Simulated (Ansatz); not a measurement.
System: fluorite SrCl₂. Method: r²SCAN0 (Ansatz, an electronic-structure program, plane waves, PAW).

The input as run:

Ansatz 0.2 input:
```yaml
crystal:
  lattice:
    - [0.0, 3.5470221157, 3.5470221157]
    - [3.5470221157, 0.0, 3.5470221157]
    - [3.5470221157, 3.5470221157, 0.0]
  atoms:
    - { symbol: Sr, position: [0.0, 0.0, 0.0] }
    - { symbol: Cl, position: [0.25, 0.25, 0.25] }
    - { symbol: Cl, position: [0.75, 0.75, 0.75] }
basis:
  ecutwfc: 520
  ecutrho_ratio: 4
  xc_grid: 3
kpoints:
  mp_grid: { grid: [6, 6, 6] }
hamiltonian:
  xc: r2scan0
  dispersion: none
  pseudopotentials: { kind: paw }
scf:
  occupations: { method: fermi_dirac, width: 0.01 }
  convergence: { dr2_threshold: 0.0000000003 }
output:
  forces: true
  stress: true
  eigenvalues: true
```

Q: How many irreducible k-points, plane waves at Γ does the program set up, and what pressure does the run end with?

A: 16 irreducible k-points, 2421 plane waves at Γ; P = -1.68 GPa, so the cell is stretched on average and its volume would shrink at this level.

The run printed, among other lines:

```
WARN output.stress: scf.exx.energy_threshold = 1e-6 eV is looser than the 3e-8 eV advised for a stress under a hybrid functional (1e-8 eV for each atom of the …
Crystal: 3 atoms, lattice volume = 89.253 Å³
Basis set: ecut = 520 eV, 2421 PW (Γ), exchange–correlation on 120×120×120 points (27 copies of the dense FFT grid, shifted against one another)
Bands: 16, of which v1, the nominal top of the filled ones, is band 12 counted from 1 (11 counted from 0)
Symmetry: 48 space group operations
Space group: Fm-3m (ITA 225), of the structure as read, at distance tolerance 4.5e-5 Å
k-points: 16 of 216
Functional: x = r2scan, c = r2scan; τ floored in thin density (d = 2e-4 eV/Å³), warm-up for x = 0.75 r2scan + 0.25 exact, c = r2scan; τ floored in thin density (d = 2e-4 eV/Å³)
SCF iter   1: F=—  HF=-5730.659242 eV  |F-HF|=—  |Δ(HF+E_count)|=         —  Δρ=4.17e-3  dr2=9.56e-3  dr2_τ=5.55e-3
SCF iter   2: F=-5730.699330 eV  HF=-5730.699274 eV  |F-HF|=5.54e-5  |Δ(HF+E_count)|=   4.00e-2  Δρ=1.93e-3  dr2=1.65e-3  dr2_τ=2.21e-4
Crystal: 3 atoms, lattice volume = 89.253 Å³
Initial density: handed on by an earlier stage of this run
Functional: x = 0.75 r2scan + 0.25 exact, c = r2scan; τ floored in thin density (d = 2e-4 eV/Å³)
  ...
Crystal: 3 atoms, lattice volume = 89.253 Å³
SCF iter   5: F=—  HF=-5730.210603 eV  |F-HF|=—  |Δ(HF+E_count)|=   1.61e-9  Δρ=4.73e-7  dr2=3.04e-10  dr2_τ=6.00e-12
SCF iter   6: F=-5730.210603 eV  HF=-5730.210603 eV  |F-HF|=3.64e-12  |Δ(HF+E_count)|=  8.73e-11  Δρ=5.92e-8  dr2=9.11e-11  dr2_τ=2.51e-12
SCF 3 converged in 6 iterations: F = -5730.210603 eV  dr2 = 9.11e-11
Free energy (F): -5730.210603 eV
Internal energy: -5730.210603 eV  (E = F + TS)
E sigma→0 (E₀):  -5730.210603 eV
Fermi energy:    4.829727 eV
--- Forces (eV/Å), atoms counted from 1 ---
  atom   1  Sr    -0.00000000     0.00000000     0.00000000
  atom   2  Cl     0.00000000    -0.00000000    -0.00000000
  atom   3  Cl     0.00000000     0.00000000    -0.00000000
--- Stress (GPa, compression-positive) ---
       -1.680347      -0.000000       0.000000
       -0.000000      -1.680347      -0.000000
       -0.000000       0.000000      -1.680347
  P = ⅓ Tr σ = -1.6803 GPa (-16.803 kbar)
```

The cell is one volume of an energy–volume scan, off the minimum.

The PAW data were made under PBE.
